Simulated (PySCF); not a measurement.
Dipole moment and polarisability of `C=PCO`

C2H5OP.
Atom-mapped SMILES: `[CH2:1]=[P:2][CH2:3][OH:4]` (hydrogens: H5, H6 on C1; H7, H8 on C3; H9 on O4)

Structure used (GFN2-xTB), in Å, numbered top down from 1:
```
atom  x, y, z in Å
C1     1.593   -0.339   -0.265
P2     0.823    0.922   -1.023
C3    -0.971    0.635   -0.481
O4    -1.244   -0.626    0.054
H5     1.082   -1.050    0.365
H6     2.655   -0.466   -0.384
H7    -1.622    0.862   -1.338
H8    -1.194    1.363    0.305
H9    -1.107   -1.294   -0.627
```

Level: CAM-B3LYP/def2-SVPD (PySCF), static field, nuclei fixed, core orbitals frozen in the response. The polarisability tensor in these axes (au):

```
x   64.08 -5.18  1.14
y   -5.18 56.43 -6.68
z    1.14 -6.68 47.27
```

Task: What are the eigenvalues, a third of the trace, and Δα (Δα² = ½Σ(αi − αj)² over the three pairs)?

Result: Principal values 43.65, 56.55 and 67.58 au; mean 55.93 au = 8.29 Å³ = 9.22 × 10⁻⁴⁰ C²·m²/J; Δα = 20.75 au (37 % of the mean).

Task: What is the dipole moment, and where does it point?

Result: (-0.21, -0.49, -0.77) D, 0.93 D in size, pointing from the negative to the positive side. Measured along this direction, the outermost atoms are H8 at the negative end and H9 at the positive end.

Task: Give the principal axes and the span of the nuclei along them.

Result: Largest value along (0.83, -0.51, 0.22), where the nuclei span 4.44 Å; middle along (0.55, 0.71, -0.44), 2.81 Å; least along (0.07, 0.49, 0.87), 2.10 Å. The response follows the extents in order.

Task: What would n − 1 = 2πNα be for an ideal gas of these molecules at 500 K and 1 atm, electronic part alone?

Result: N = p/kT = 1.4678 × 10¹⁹ cm⁻³, so n − 1 = 2π × N × 8.29 × 10⁻²⁴ cm³ = 764 × 10⁻⁶ at long wavelengths, for an ideal gas.

Task: Find the Langevin capture rate constant for NO+ (29.998 u) meeting this molecule (76.008 u), k = 2.342 × 10⁻⁹ cm³/s × √(α in Å³ / reduced mass in u).

Result: The reduced mass is 21.51 u, so k = 1.45 × 10⁻⁹ cm³/s. The formula leaves out the permanent dipole, which adds to the capture rate.

Isolated species at its GFN2-xTB geometry (one conformer only).
